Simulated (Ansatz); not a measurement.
**GaS (P6₃/mmc, No. 194)**

Computed with PBE-D4 (Ansatz, an electronic-structure program, plane waves, PAW).

Settings: plane-wave cutoff 500 eV, 12×12×2 k mesh (along the axes of the cell as run), gaussian smearing 0.02 eV, scalar-relativistic PAW data made under PBE.

Cell: relaxed at this level.

```yaml
volume_per_atom: 21.23 Å³/atom
equilibrium_lattice_constant_a: 3.582 Å
c axis length: 15.286 Å
band_gap: 1.49 eV (on the SCF k mesh)
```

Measured, for comparison: band gap 2.5 eV (temperature not stated, no zero-point or thermal correction, compiled measured gap; kind and temperature not stated; as tabulated in Kothakonda et al. (2022), arXiv:2208.02841).

Spin–orbit coupling is not included.

Static lattice: no zero-point or thermal effects.

It cost roughly 3 core-minutes of CPU time.
